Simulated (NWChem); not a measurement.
Everything below was run with NWChem. System: H₆Si₂, charge 1, spin multiplicity 2, at the geometry of a parent with another charge or spin, in a state set for the comparison that need not be this species' ground state. Its SCF solution wasn't tested for a lower state. Level: UPBE0/def2-SVP.

The NWChem input:

```
start mol
memory heap 200 mb stack 900 mb global 1100 mb
charge 1
geometry units angstroms nocenter noautoz
  Si     1.176961     0.052134     0.000000
  Si    -1.176961    -0.052134     0.000000
  H      1.662815     0.774664     1.212964
  H      1.662815     0.774664    -1.212964
  H      1.755854    -1.324179     0.000000
  H     -1.662815    -0.774664     1.212964
  H     -1.662815    -0.774664    -1.212964
  H     -1.755854     1.324179     0.000000
  symmetry group C2h
end
basis spherical
  * library def2-svp
end
dft
  xc pbe0
  odft
  mult 2
  semidirect memsize 60000000 filesize 0
  iterations 100
end
task dft energy
```

Output (cleaned and shortened):

```
             Northwest Computational Chemistry Package (NWChem) 7.3.0
             --------------------------------------------------------

                                NWChem Input Module
                                -------------------

 Scaling coordinates for geometry "geometry" by  1.889725989
 (inverse scale =  0.529177249)

 Turning off AUTOSYM since
 SYMMETRY directive was detected!

                             Geometry "geometry" -> ""
                             -------------------------

 Output coordinates in angstroms (scale by  1.889725989 to convert to a.u.)

  No.       Tag          Charge          X              Y              Z
 ---- ---------------- ---------- -------------- -------------- --------------
    1 Si                  14.0000     1.17696100     0.05213400     0.00000000
    2 Si                  14.0000    -1.17696100    -0.05213400     0.00000000
    3 H                    1.0000     1.66281500     0.77466400     1.21296400
    4 H                    1.0000     1.66281500     0.77466400    -1.21296400
    5 H                    1.0000     1.75585400    -1.32417900     0.00000000
    6 H                    1.0000    -1.66281500    -0.77466400     1.21296400
    7 H                    1.0000    -1.66281500    -0.77466400    -1.21296400
    8 H                    1.0000    -1.75585400     1.32417900     0.00000000

 Effective nuclear repulsion energy (a.u.)      90.2297407084

            Nuclear Dipole moment (a.u.)
            ----------------------------
        X                 Y               Z
 ---------------- ---------------- ----------------
     0.0000000000     0.0000000000     0.0000000000

      Symmetry information
      --------------------

 Group name             C2h
 Group number             21
 Group order               4
 No. of unique centers     3

      Symmetry unique atoms

     1    3    5


 Summary of "ao basis" -> "" (spherical)
 ------------------------------------------------------------------------------
       Tag                 Description            Shells   Functions and Types
 ---------------- ------------------------------  ------  ---------------------
[...]
    47      0.208920  5 H  s                 62     -0.208920  8 H  s

 Vector   19  Occ=0.000000D+00  E=-1.962781D-01  Symmetry=au
              MO Center= -3.8D-14,  1.2D-14,  4.4D-16, r^2= 4.2D+00
   Bfn.  Coefficient  Atom+Function         Bfn.  Coefficient  Atom+Function
  ----- ------------  ---------------      ----- ------------  ---------------
    13      0.723774  1 Si pz                31      0.723774  2 Si pz
    38     -0.556167  3 H  s                 43      0.556167  4 H  s
    53     -0.556167  6 H  s                 58      0.556167  7 H  s
    37     -0.180933  3 H  s                 42      0.180933  4 H  s
    52     -0.180933  6 H  s                 57      0.180933  7 H  s

   alpha - beta orbital overlaps
   -----------------------------

   alpha      1      2      3      4      5      6      7      8      9     10
    beta      1      2      4      3      5      6      7      8      9     10
 overlap   1.000  1.000  1.000  1.000  1.000  1.000  1.000  1.000  1.000  1.000

   alpha     11     12     13     14     15     16     17     18     19     20
    beta     11     12     13     14     17     16     15     19     18     20
 overlap   0.991  1.000  1.000  1.000  0.990  1.000  1.000  0.999  0.999  0.999

   alpha     21     22     23     24     25     26     27     28     29     30
    beta     21     22     23     24     25     26     27     28     29     33
 overlap   0.997  1.000  1.000  0.999  0.982  0.981  0.987  0.987  0.998  0.986

   alpha     31     32     33     34     35     36     37     38     39     40
    beta     32     30     31     36     34     35     37     38     41     39
 overlap   0.986  1.000  1.000  0.997  0.999  0.999  0.999  0.999  0.999  0.999

   alpha     41     42     43     44     45     46     47     48     49     50
    beta     40     42     43     44     45     46     47     48     49     50
 overlap   0.999  1.000  0.999  1.000  1.000  1.000  1.000  0.999  1.000  1.000

   alpha     51     52     53     54     55     56     57     58     59     60
    beta     52     51     53     54     55     56     57     58     59     60
 overlap   1.000  1.000  1.000  1.000  1.000  1.000  1.000  1.000  1.000  1.000

   alpha     61     62     63     64     65     66
    beta     61     62     63     64     65     66
 overlap   1.000  1.000  1.000  1.000  1.000  1.000

     --------------------------
     Expectation value of S2:
     --------------------------
      <S2> =      0.7527 (Exact =     0.7500)

 center of mass
 --------------
 x =   0.00000000 y =   0.00000000 z =   0.00000000

 moments of inertia (a.u.)
 ------------------
          42.984186373938         -14.068578821135           0.000000000000
         -14.068578821135         359.967566788100           0.000000000000
           0.000000000000           0.000000000000         360.590518585708

     Multipole analysis of the density
     ---------------------------------

     L   x y z        total         alpha         beta         nuclear
     -   - - -        -----         -----         ----         -------
     0   0 0 0      1.000000    -17.000000    -16.000000     34.000000

     1   1 0 0     -0.000000     -0.000000     -0.000000      0.000000
     1   0 1 0     -0.000000     -0.000000     -0.000000      0.000000
     1   0 0 1      0.000000      0.000000     -0.000000      0.000000

     2   2 0 0    -11.625413   -109.627345   -102.022318    200.024250
     2   1 1 0      0.336516     -3.931014     -3.661778      7.929309
     2   1 0 1      0.000000      0.000000     -0.000000      0.000000
     2   0 2 0    -19.190515    -21.071804    -19.485889     21.367178
     2   0 1 1      0.000000     -0.000000      0.000000      0.000000
     2   0 0 2    -19.204999    -20.898060    -19.323105     21.016166

 Task  times  cpu:        0.9s     wall:        0.9s

 Total times  cpu:        0.9s     wall:        0.9s
```
